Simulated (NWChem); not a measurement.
System: F anion

Excerpt of the output:

```
             Northwest Computational Chemistry Package (NWChem) 7.3.0
             --------------------------------------------------------

                             Geometry "geometry" -> ""
                             -------------------------

 Output coordinates in angstroms (scale by  1.889725989 to convert to a.u.)

  No.       Tag          Charge          X              Y              Z
 ---- ---------------- ---------- -------------- -------------- --------------
    1 F                    9.0000     0.00000000     0.00000000     0.00000000

 Effective nuclear repulsion energy (a.u.)       0.0000000000

  pbe96 is a nonlocal functional; adding pw91lda local functional.

                                 NWChem DFT Module
                                 -----------------

 Summary of "ao basis" -> "ao basis" (spherical)
 ------------------------------------------------------------------------------
       Tag                 Description            Shells   Functions and Types
 ---------------- ------------------------------  ------  ---------------------
 F                          6-311g**                 8       18   4s3p1d

            General Information
            -------------------
          SCF calculation type: DFT
          Wavefunction type:  closed shell.
          No. of atoms     :     1
          No. of electrons :    10
           Alpha electrons :     5
            Beta electrons :     5
          Charge           :    -1
          Spin multiplicity:     1
          Use of symmetry is: off; symmetry adaption is: off
          Maximum number of iterations: 150
          AO basis - number of functions:    18
                     number of shells:     8
          Convergence on energy requested:  1.00D-06
          Convergence on density requested:  1.00D-05
          Convergence on gradient requested:  5.00D-04

              XC Information
              --------------
          PerdewBurkeErnzerhof Exchange Functional  1.000
            Perdew 1991 LDA Correlation Functional  1.000 local
           PerdewBurkeErnz. Correlation Functional  1.000 non-local

             Grid Information
             ----------------
          Grid used for XC integration:  medium
          Radial quadrature: Mura-Knowles
          Angular quadrature: Lebedev.
          Tag              B.-S. Rad. Rad. Pts. Rad. Cut. Ang. Pts.
          ---              ---------- --------- --------- ---------
          F                   0.50       49           3.0       434
          Grid pruning is: on
          Number of quadrature shells:    49
          Spatial weights used:  Erf1

      Superposition of Atomic Density Guess
      -------------------------------------

 Sum of atomic energies:         -99.40527398

 Renormalizing density from       9.00 to     10

      Non-variational initial energy
      ------------------------------

 Total energy =    -105.079818
 1-e energy   =    -154.783242
 2-e energy   =      49.703424
 HOMO         =       0.200581
 LUMO         =       1.861953

     ---------------------------------------------
      Total Density - Mulliken Population Analysis
     ---------------------------------------------

    Atom       Charge   Shell Charges
 -----------   ------   -------------------------------------------------------
    1 F    9    10.00   1.07  0.93  0.89  0.90  1.98  1.10  3.13  0.00

   convergence    iter        energy       DeltaE   RMS-Dens  Diis-err
 ---------------- ----- ----------------- --------- --------- ---------
 d= 0,ls=0.0,diis     1    -99.5296504287 -9.95D+01  6.00D-02  4.26D+00
 d= 0,ls=0.0,diis     2    -99.3633809391  1.66D-01  4.17D-02  5.98D+00
 d= 0,ls=0.0,diis     3    -99.7134437078 -3.50D-01  4.40D-03  6.67D-02
 d= 0,ls=0.0,diis     4    -99.7177119635 -4.27D-03  1.79D-04  6.48D-05
 d= 0,ls=0.0,diis     5    -99.7177170191 -5.06D-06  1.33D-05  6.55D-07
 d= 0,ls=0.0,diis     6    -99.7177170610 -4.19D-08  1.86D-08  1.53D-12

         Total DFT energy =      -99.717717061020
      One electron energy =     -144.751853834125
           Coulomb energy =       55.745961290232
    Exchange-Corr. energy =      -10.711824517126
 Nuclear repulsion energy =        0.000000000000

 Numeric. integr. density =        9.999999774666

                       DFT Final Molecular Orbital Analysis
                       ------------------------------------

 Vector    3  Occ=2.000000D+00  E= 1.963007D-01
              MO Center=  1.8D-16,  4.6D-17,  1.2D-16, r^2= 5.0D-01
   Bfn.  Coefficient  Atom+Function         Bfn.  Coefficient  Atom+Function
  ----- ------------  ---------------      ----- ------------  ---------------
    11      0.400683  1 F  px                 7      0.311166  1 F  px
    12      0.268131  1 F  py                 3      0.238153  1 F  px
     8      0.208228  1 F  py                13      0.194687  1 F  pz
     4      0.159368  1 F  py                 9      0.151192  1 F  pz
     5      0.115716  1 F  pz

 Vector    4  Occ=2.000000D+00  E= 1.963007D-01
              MO Center= -4.8D-17,  5.4D-18,  2.5D-17, r^2= 5.0D-01
   Bfn.  Coefficient  Atom+Function         Bfn.  Coefficient  Atom+Function
  ----- ------------  ---------------      ----- ------------  ---------------
    12      0.401596  1 F  py                11     -0.315757  1 F  px
     8      0.311875  1 F  py                 7     -0.245213  1 F  px
     4      0.238695  1 F  py                 3     -0.187675  1 F  px
    13      0.096760  1 F  pz                 9      0.075143  1 F  pz
     5      0.057511  1 F  pz

[...]
```

Level: PBE/6-311G** (spherical d). Sets without diffuse functions describe the anion's extra electron poorly. The highest occupied level is positive, so the extra electron may be held by the finite basis.

Task: Write an input that gives this output.

Result: One answer among several that fit: the input that was run:
```
start job
memory heap 200 mb stack 900 mb global 1100 mb
charge -1
geometry units angstroms noautoz
  F      0.000000     0.000000     0.000000
end
basis spherical
  F library 6-311g**
end
dft
  xc xpbe96 cpbe96
  iterations 150
  mulliken
end
task dft energy
```
